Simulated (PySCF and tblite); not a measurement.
Results of a calculation; reference values are marked as such.
Molecule: C4H8FN, numbered as in [F:1][C@H:2]1[CH2:3][CH2:4][NH:5][CH2:6]1.

The ring 2–3–4–5–6 is held at Altona–Sundaralingam phase angles P (ν_j = ν_max cos(P + 144°(j − 2)), ν_j about the bond from ring atom j to j + 1, counted from 0) and the rest relaxed at GFN2-xTB. Energies: BP86/pcSseg-1 + D3(BJ). (tblite 0.8, PySCF 2.14.)

(1) Give the DFT energy and dipole along the phase angle P.

(2) How free is the pseudorotation?

Answers

(1) 
```json
{"phase angle P °": "0", "E kcal/mol": "1.07", "dipole D": "1.06", "amplitude °": "40"}
{"phase angle P °": "36", "E kcal/mol": "0.00", "dipole D": "1.08", "amplitude °": "39"}
{"phase angle P °": "72", "E kcal/mol": "0.81", "dipole D": "0.85", "amplitude °": "34"}
{"phase angle P °": "108", "E kcal/mol": "1.46", "dipole D": "0.56", "amplitude °": "35"}
{"phase angle P °": "144", "E kcal/mol": "1.08", "dipole D": "0.66", "amplitude °": "40"}
{"phase angle P °": "180", "E kcal/mol": "1.20", "dipole D": "1.21", "amplitude °": "44"}
{"phase angle P °": "216", "E kcal/mol": "2.11", "dipole D": "1.57", "amplitude °": "43"}
{"phase angle P °": "252", "E kcal/mol": "3.21", "dipole D": "1.56", "amplitude °": "39"}
{"phase angle P °": "288", "E kcal/mol": "3.62", "dipole D": "1.39", "amplitude °": "37"}
{"phase angle P °": "324", "E kcal/mol": "2.73", "dipole D": "1.11", "amplitude °": "38"}
```

(2) The sampled points span 3.62 kcal/mol, from P = 36° to P = 288°; RT at 298 K is 0.59 kcal/mol, so it is hindered but fast.
